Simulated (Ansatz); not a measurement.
## doublet PF₂: levels of theory in one basis

```csv
atom,x (Å),y (Å),z (Å)
F,0.0000,0.3765,-1.3202
P,0.0000,-0.7529,0.0000
F,0.0000,0.3765,1.3202
```

Basis set: def2-SVP (spherical functions). Frozen core: 7 orbitals. Correlation on ROHF uses semicanonical orbitals with singles. Charge 0, multiplicity 2.

Computed with Ansatz (development build ahead of 0.2.0); each method stands on the lowest determinant of its kind that the runs found.

```json
{"method": "ROHF", "E − E(ROHF) (eV)": "0.00", "<S²> of the determinant": "0.75"}
{"method": "UHF", "E − E(ROHF) (eV)": "-0.15", "<S²> of the determinant": "0.77"}
{"method": "ROHF-MP2", "E − E(ROHF) (eV)": "-13.00", "<S²> of the determinant": "–"}
{"method": "UHF-MP2", "E − E(ROHF) (eV)": "-12.98", "<S²> of the determinant": "0.77"}
{"method": "ROHF-CCSD(T)", "E − E(ROHF) (eV)": "-13.67", "<S²> of the determinant": "–"}
{"method": "UHF-CCSD(T)", "E − E(ROHF) (eV)": "-13.67", "<S²> of the determinant": "0.77"}
```
